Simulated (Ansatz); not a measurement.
Coupled-cluster run, C3H5F3 (`CC(F)(F)CF`).

```yaml
crystal:
  periodic: [false, false, false]
  atoms:
    - {symbol: C, position_ang: [-1.109897, -0.367800, -0.565829]}
    - {symbol: C, position_ang: [-0.042070, -0.279795, 0.483825]}
    - {symbol: F, position_ang: [-0.578929, 0.208362, 1.636588]}
    - {symbol: F, position_ang: [0.434014, -1.527030, 0.777681]}
    - {symbol: C, position_ang: [1.170708, 0.554718, 0.120486]}
    - {symbol: F, position_ang: [0.779902, 1.816037, -0.255106]}
    - {symbol: H, position_ang: [-1.927745, -0.981686, -0.188602]}
    - {symbol: H, position_ang: [-0.707122, -0.820381, -1.472291]}
    - {symbol: H, position_ang: [-1.480929, 0.630025, -0.797374]}
    - {symbol: H, position_ang: [1.701491, 0.083871, -0.710760]}
    - {symbol: H, position_ang: [1.825778, 0.626778, 0.991982]}
basis:
  gaussian: {orbitals: def2-SVP}
correlation: {method: ccsd_t}
```

```sh
$ ansatz run in.yaml --threads 4 --pin off --events-out ev --progress --plain --max-ram 10444MiB
```

Log, shortened:

```
Functional definition: HF
1080 factors; integrals over basis functions are off by at most 1.2e-3 eV
mean field evaluation 1: about -11275.8856 eV, gradient 3.9e1 eV
mean field evaluation 2: about -11276.0326 eV, gradient 3.9e1 eV
mean field evaluation 4: about -11279.3385 eV, gradient 4.0e0 eV
mean field evaluation 8: about -11279.3874 eV, gradient 1.8e-1 eV
mean field -11279.38748477 eV, -414.5098446218 hartree, gradient 1.4e-6 eV, S^2 0.000000; 0 other end points of the search recorded, 0 dependent functions left out
6 core orbitals not correlated: weight in the atoms' cores, before any rotation towards them, 1.000 or more for the frozen orbitals, at most 0.000 for the correlated occupied ones
reference -11279.38748477 eV, -414.5098446218 hartree; 19, 19 occupied and 84, 84 virtual orbitals, 1080 factors
second order -26.22556434 eV of doubles, -0.00000000 eV of singles
cycle   1  -26.68154675 eV  change   -4.6e-1 eV  update   1.0e-1
cycle   2  -27.23707114 eV  change   -5.6e-1 eV  update   2.9e-2
cycle   3  -27.37969442 eV  change   -1.4e-1 eV  update   1.4e-2
cycle   4  -27.37604659 eV  change    3.6e-3 eV  update   2.5e-3
cycle   5  -27.37541114 eV  change    6.4e-4 eV  update   1.0e-3
cycle   6  -27.37586421 eV  change   -4.5e-4 eV  update   2.9e-4
cycle   7  -27.37572776 eV  change    1.4e-4 eV  update   1.1e-4
cycle   8  -27.37565820 eV  change    7.0e-5 eV  update   3.5e-5
cycle   9  -27.37566579 eV  change   -7.6e-6 eV  update   1.1e-5
perturbative correction -0.59710127 eV, -0.0219430670 hartree
Total energy: -11307.36025183 eV, -415.5378248508 hartree
```

Hardware: 4 threads of an Arm Neoverse V2 on a shared host. Wall time 7 s, peak host memory 0.63 GiB.

The correlation energy is -27.973 eV, 2.1 % of it from (T); the T1 diagnostic reads 0.0103.
